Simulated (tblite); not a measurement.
Compound: C3H9NS.
Geometry (GFN2-xTB, Å), atoms numbered from 1 in this order:
```xyz
14
C3H9NS angstrom
N     -1.4949    0.7890   -0.7693
C     -1.2495   -0.1746    0.2919
C      0.2265   -0.1524    0.6907
C      1.1099   -0.5405   -0.4825
S      2.8812   -0.5467   -0.0415
H     -2.4495    0.7177   -1.1019
H     -1.3575    1.7337   -0.4244
H     -1.8615    0.0048    1.1925
H     -1.5052   -1.1646   -0.0952
H      0.3894   -0.8432    1.5198
H      0.4911    0.8527    1.0304
H      0.9004   -1.5595   -0.8056
H      0.9605    0.1364   -1.3220
H      2.9583    0.7466    0.2651
```

Computed with GFN2-xTB (tblite): harmonic, unscaled wavenumbers at the GFN2-xTB geometry, gas phase. Against measured fundamentals such values can be off by several per cent, at times by over 20. Modes of hydrogen on sulfur can be 10 to 20 % off. One conformer, not necessarily the lowest.

Harmonic wavenumbers (cm⁻¹): 68.9, 121.6, 202.4, 216.5, 275.9, 295.7, 462.2, 725.2, 756.8, 829.3, 883.0, 942.1, 973.8, 999.1, 1071.4, 1108.2, 1135.4, 1200.6, 1237.5, 1262.1, 1272.2, 1340.6, 1361.9, 1449.0, 1480.3, 1485.7, 1566.5, 2433.8, 2819.7, 2957.9, 2970.0, 2988.0, 3004.5, 3009.5, 3388.0, 3424.9.

A = 12069, B = 1546, C = 1475 MHz; mass 91.046 u (most abundant isotopes); point group C1, symmetry number 1.

**Question.** Zero-point energy?

**Answer.** Half the sum of the wavenumbers: 25860 cm⁻¹ = 73.94 kcal/mol.

**Question.** Entropy at 200 K, 1 bar (ideal gas, RRHO, classical rotation)?

**Answer.** Translation 37.48, rotation 25.67, vibration 10.75: S = 73.9 cal/(mol K).

**Question.** And Cp and H(200 K) − H(0)?

**Answer.** Cp = 20.15 cal/(mol K), of which vibrations give 12.20 (their classical limit is 36 R = 71.5); H(200 K) − H(0) = 2.82 kcal/mol without the zero-point energy, 1.23 from vibrations.

**Question.** How do the functions run with temperature in this model?

**Answer.** 
| T (K) | S (cal/(mol K)) | Cp (cal/(mol K)) | H − H(0) (kcal/mol) | G − H(0) (kcal/mol) | ln q(vib) |
| --- | --- | --- | --- | --- | --- |
| 100 | 62.0 | 14.6 | 1.08 | -5.13 | 0.79 |
| 300 | 83.2 | 26.3 | 5.13 | -19.82 | 3.85 |
| 500 | 99.7 | 39.0 | 11.71 | -38.15 | 6.95 |
| 800 | 121.1 | 52.1 | 25.54 | -71.37 | 11.57 |
| 1000 | 133.4 | 57.9 | 36.57 | -96.85 | 14.52 |

q(vib) and H(0) count from the zero-point level.

**Question.** Which modes carry the vibrational entropy at 200 K?

**Answer.** 68.9 cm⁻¹: 3.40; 121.6 cm⁻¹: 2.32; 202.4 cm⁻¹: 1.41; 216.5 cm⁻¹: 1.30; 275.9 cm⁻¹: 0.92; 295.7 cm⁻¹: 0.82 cal/(mol K); the other 30 give 0.58 together.

Hindered rotation and anharmonicity are outside this model. Other conformers, if any are populated, would add a mixing term that is left out. The structure is chiral; the term R ln 2 for an equal mix with its mirror image is left out.

Run on one thread of an Arm Neoverse N1, no GPU (shared host). This covers the Hessian and the dipole derivatives.
